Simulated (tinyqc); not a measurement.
Worked calculation: UHF in the sto-6g basis, for BH, spin multiplicity 3. One step of it, computed by the program tinyqc.

Question. Iteration 1: diagonalisation and new density. Diagonalise F' = X^T F X, C = X C', fill 4 alpha and 2 beta electrons from the bottom; D(s) = C_occ C_occ^T; the new density keeps 0.2 of the old one (damping). Each column has its largest component positive (the first on a tie).

F(alpha) (hartree), lower triangle:
```
            1B 1s      1B 2s     1B 2px    1B 2py     1B 2pz      2H 1s
1B 1s   -6.918320
1B 2s   -1.990462  -0.860065
1B 2px   0.000000   0.000000   0.181055
1B 2py   0.000000   0.000000  -0.236820  0.314894
1B 2pz   0.012940  -0.001886   0.000000  0.000000  -0.048633
2H 1s   -0.192021  -0.248550   0.000000  0.000000  -0.205037  -0.176579
```

F(beta) (hartree), lower triangle:
```
            1B 1s      1B 2s    1B 2px    1B 2py     1B 2pz      2H 1s
1B 1s   -6.871827
1B 2s   -1.931792  -0.538257
1B 2px   0.000000   0.000000  0.615391
1B 2py   0.000000   0.000000  0.030448  0.598183
1B 2pz  -0.002385  -0.264092  0.000000  0.000000   0.470383
2H 1s   -0.185668  -0.235396  0.000000  0.000000  -0.160675  -0.160543
```

X:
```
                1          2         3          4          5         6
1B 1s    0.389331   0.728216  0.000000   0.000000   0.563284  0.282043
1B 2s   -0.749141  -0.499637  0.000000   0.000000   0.396977  0.456790
1B 2px   0.000000   0.000000  0.992223  -0.124475   0.000000  0.000000
1B 2py   0.000000   0.000000  0.124475   0.992223   0.000000  0.000000
1B 2pz  -0.611527   0.581219  0.000000   0.000000  -0.540211  0.350465
2H 1s    0.864224  -0.349891  0.000000   0.000000  -0.291899  0.516893
```

D(alpha) at the start, lower triangle:
```
            1B 1s      1B 2s    1B 2px    1B 2py     1B 2pz     2H 1s
1B 1s    1.077417
1B 2s   -0.294043   1.114446
1B 2px   0.000000   0.000000  0.635963
1B 2py   0.000000   0.000000  0.481159  0.364037
1B 2pz  -0.010338   0.044301  0.000000  0.000000   1.050315
2H 1s    0.023414  -0.077132  0.000000  0.000000  -0.089633  0.012495
```

D(beta) at the start, lower triangle:
```
            1B 1s      1B 2s    1B 2px    1B 2py     1B 2pz     2H 1s
1B 1s    1.064336
1B 2s   -0.240168   0.892541
1B 2px   0.000000   0.000000  0.000000
1B 2py   0.000000   0.000000  0.000000  0.000000
1B 2pz  -0.112994   0.467129  0.000000  0.000000   0.244642
2H 1s    0.028341  -0.097426  0.000000  0.000000  -0.050963  0.010639
```

overlap S, lower triangle:
```
           1B 1s     1B 2s    1B 2px    1B 2py    1B 2pz     2H 1s
1B 1s   1.000000
1B 2s   0.264891  1.000000
1B 2px  0.000000  0.000000  1.000000
1B 2py  0.000000  0.000000  0.000000  1.000000
1B 2pz  0.000000  0.000000  0.000000  0.000000  1.000000
2H 1s   0.024805  0.274762  0.000000  0.000000  0.321702  1.000000
```

Give: F' = X^T F X; orbital energies; coefficients C; F' = X^T F X; orbital energies; coefficients C; D(alpha) after iteration 1; D(beta) after iteration 1.

Answer.

F' = X^T F X (alpha) (hartree), lower triangle:
```
         1        2        3       4        5        6
1  -0.1189
2  -0.9416  -2.3667
3   0.0000   0.0000   0.1246
4   0.0000   0.0000  -0.2130  0.3713
5  -0.8603  -2.6141   0.0000  0.0000  -3.2010
6  -0.5513  -1.5649   0.0000  0.0000  -1.9332  -1.5415
```

orbital energies (alpha) (hartree): MO1 -6.9225, MO2 -0.3671, MO3 -0.1710, MO4 0.0019, MO5 0.2324, MO6 0.4941

coefficients C (alpha):
```
            MO1      MO2      MO3     MO4      MO5      MO6
1B 1s    0.9927  -0.2378  -0.1637  0.0000   0.0991   0.0000
1B 2s    0.0266   0.7815   0.6133  0.0000  -0.4353   0.0000
1B 2px   0.0000   0.0000   0.0000  0.7975   0.0000  -0.6034
1B 2py   0.0000   0.0000   0.0000  0.6034   0.0000   0.7975
1B 2pz  -0.0009   0.1340  -0.5999  0.0000  -0.8652   0.0000
2H 1s   -0.0032   0.4385  -0.5110  0.0000   0.8765   0.0000
```

F' = X^T F X (beta) (hartree), lower triangle:
```
         1        2       3       4        5        6
1  -0.0520
2  -0.9706  -2.0045
3   0.0000   0.0000  0.6226
4   0.0000   0.0000  0.0274  0.5909
5  -0.8311  -2.9516  0.0000  0.0000  -2.8259
6  -0.6174  -1.5407  0.0000  0.0000  -1.9336  -1.4504
```

orbital energies (beta) (hartree): MO1 -6.8738, MO2 -0.2735, MO3 0.1520, MO4 0.5751, MO5 0.6384, MO6 0.6627

coefficients C (beta):
```
            MO1      MO2      MO3      MO4     MO5      MO6
1B 1s    0.9951  -0.1642  -0.2377   0.0000  0.0000   0.0708
1B 2s    0.0182   0.5212   0.9257   0.0000  0.0000  -0.2194
1B 2px   0.0000   0.0000   0.0000  -0.6034  0.7975   0.0000
1B 2py   0.0000   0.0000   0.0000   0.7975  0.6034   0.0000
1B 2pz   0.0018   0.2468   0.2224   0.0000  0.0000   1.0080
2H 1s   -0.0028   0.6380  -0.8260   0.0000  0.0000  -0.3639
```

D(alpha) after iteration 1, lower triangle:
```
          1B 1s    1B 2s  1B 2px  1B 2py  1B 2pz   2H 1s
1B 1s    1.0706
1B 2s   -0.2667   1.0130
1B 2px   0.0000   0.0000  0.6360
1B 2py   0.0000   0.0000  0.4812  0.3640
1B 2pz   0.0503  -0.2018  0.0000  0.0000  0.5124
2H 1s   -0.0144   0.0079  0.0000  0.0000  0.2743  0.3652
```

D(beta) after iteration 1, lower triangle:
```
          1B 1s   1B 2s  1B 2px  1B 2py  1B 2pz   2H 1s
1B 1s    1.0266
1B 2s   -0.1020  0.3961
1B 2px   0.0000  0.0000  0.0000
1B 2py   0.0000  0.0000  0.0000  0.0000
1B 2pz  -0.0536  0.1964  0.0000  0.0000  0.0977
2H 1s   -0.0804  0.2465  0.0000  0.0000  0.1158  0.3277
```
